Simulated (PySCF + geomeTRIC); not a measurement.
Species: CHN, SMILES `C#N` (charge 0, multiplicity 1).

Task: Give a relaxed geometry from BP86-D3(BJ)/def2-SVP in PySCF + geomeTRIC.

Result: the end point of this relaxation (outside a Z-matrix the atoms follow the SMILES, hydrogens last).
Bonds (Å): C1–N2 1.168, C1–H3 1.087. Bond angles (°): N2–C1–H3 180.0.
